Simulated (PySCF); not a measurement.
One of the candidates below gave these computed data.

All candidates are C5H9N2 (charge +1).

| technique | computed result |
| --- | --- |
| 1H NMR | chemical shifts (computed TMS as zero) by class: 7.58 (1 H), 7.56 (2 H), 6.23 (2 H), 6.05 (4 H) ppm [GIAO PBE0/pcSseg-1] |
| Rotational structure | rotational constants A, B, C: 23.479, 0.809, 0.782 GHz [GFN2-xTB] |
| NMR, other nuclei | isotropic shieldings of nuclei other than C and H, by class: 135 (2 N) ppm [GIAO PBE0/pcSseg-1] |
| 13C NMR | chemical shifts (computed TMS as zero) by class: 173.5 (1 C), 167.1 (2 C), 114.2 (2 C) ppm [GIAO PBE0/pcSseg-1] |

Gas-phase values; electronic properties from PySCF, density fitting. Levels stand in brackets. Geometry: GFN2-xTB, one conformer, isolated ion. Each NMR value is the plain mean over a class of atoms that symmetry, rotation or inversion makes alike.

Question: Which candidate is it?
A. `Cn1cc[n+](C)c1`
B. `Cn1ccc[n+]1C`
C. `Cc1[nH]cc[n+]1C`
D. `N/C=C/C=C/C=[NH2+]`
E. `Cc1c[nH+]c(C)[nH]1`

Answer: D. It is `N/C=C/C=C/C=[NH2+]`. Numbering: `[NH2:1]/[CH:2]=[CH:3]/[CH:4]=[CH:5]/[CH:6]=[NH2+:7]`. 5 carbons fall into 3 classes; from least to most shielded: alkene CH carbon [C4] (173.5 ppm), carbon bonded to C, N and H [C2/C6] (167.1 ppm, 2 C), alkene CH carbon [C3/C5] (114.2 ppm, 2 C). Hydrogen classes from least to most shielded: 1 H on an alkene CH carbon, C4 (7.58 ppm), 2 H on 2 like atoms (carbon bonded to C, N and H), C2/C6 (7.56 ppm), 2 H on 2 alkene CH carbons, C3/C5 (6.23 ppm), 4 H on 2 like atoms (nitrogen bonded to C and 2 H), N1/N7 (6.05 ppm). The other shieldings belong to: 135 ppm, nitrogen bonded to C and 2 H [N1/N7]. The optimised geometry has point group C2v and is an asymmetric top.

The others, at the same levels:
- `Cc1[nH]cc[n+]1C` fails: it has 5 carbon classes against 3; its computed 13C shifts are 150.5 (1 C), 132.0 (1 C), 125.2 (1 C), 35.6 (1 C), 13.2 (1 C) ppm, 1H shifts are 9.26 (1 H), 7.43 (1 H), 7.43 (1 H), 4.09 (3 H), 2.94 (3 H) ppm and rotational constant A is 3.895 GHz (against 23.479 GHz).
- `Cc1c[nH+]c(C)[nH]1` fails: it has 5 carbon classes against 3; its computed 13C shifts are 150.1 (1 C), 141.6 (1 C), 121.8 (1 C), 13.6 (1 C), 11.9 (1 C) ppm, 1H shifts are 9.06 (1 H), 8.94 (1 H), 7.13 (1 H), 3.00 (3 H), 2.77 (3 H) ppm and rotational constant A is 6.519 GHz (against 23.479 GHz).
- `Cn1ccc[n+]1C` fails: its computed 13C shifts are 145.7 (2 C), 118.3 (1 C), 36.1 (2 C) ppm, 1H shifts are 8.16 (2 H), 7.23 (1 H), 4.27 (6 H) ppm and rotational constant A is 4.100 GHz (against 23.479 GHz).
- `Cn1cc[n+](C)c1` fails: its computed 13C shifts are 139.9 (1 C), 132.3 (2 C), 36.5 (2 C) ppm, 1H shifts are 7.65 (1 H), 7.62 (2 H), 4.22 (6 H) ppm and rotational constant A is 7.049 GHz (against 23.479 GHz).

Each candidate is one conformer, not necessarily the lowest. Dipoles, sizes and rotational constants follow the conformer. The torsions of the flexible species, by atom-mapped SMILES:
- `[NH2:1]/[CH:2]=[CH:3]/[CH:4]=[CH:5]/[CH:6]=[NH2+:7]`: C2–C3–C4–C5 180°, C4–C5–C6–N7 180°, H–N1–C2–C3 0°, H–N1–C2–C3 180°
